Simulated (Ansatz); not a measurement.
We consider zinc-blende HgS (metastable phase), described by LDA (Ansatz, a first-principles code, plane waves, PAW).

Settings: plane-wave cutoff 520 eV, 20×20×20 k mesh, Fermi–Dirac smearing 0.05 eV, perturbation theory, scalar-relativistic PAW data made under PBE.

Cell (relaxed at this level):

HgS is taken in the cubic space group F-43m (No. 216), the zinc blende structure, Pearson symbol cF8. Lattice parameters: a = b = c = 5.812 Å, α = β = γ = 90.00°. Hg on 4a is coordinated by 4 S at 2.517 Å (tetrahedral). S on 4c is surrounded by 4 Hg at 2.517 Å (tetrahedral). (Neighbours: up to the widest gap in distance over summed covalent radii, below 1.35, at either atom; cation-cation and far metal-metal contacts left out.)
(The calculation used a cell of 2 atoms; values per cell refer to that cell.)

Question: Predict the zone-centre TO phonon frequency.

Answer: 
* **zone-centre TO phonon frequency**: 182 cm⁻¹

Measured, for comparison: zone-centre TO phonon frequency 177 cm⁻¹ (temperature not stated, no zero-point or thermal correction; as tabulated in Szuszkiewicz, Witkowska, Jouanne, Raman spectroscopy of cubic HgS:Fe, Acta …). Computed (rounded) less measured: zone-centre TO phonon frequency +3 %.

Note: the solid has no gap at this level, which affects its response.

Spin–orbit coupling is not included; it can shift volumes and moduli of such heavy elements.

Computing time: around 29 core-minutes (rough).
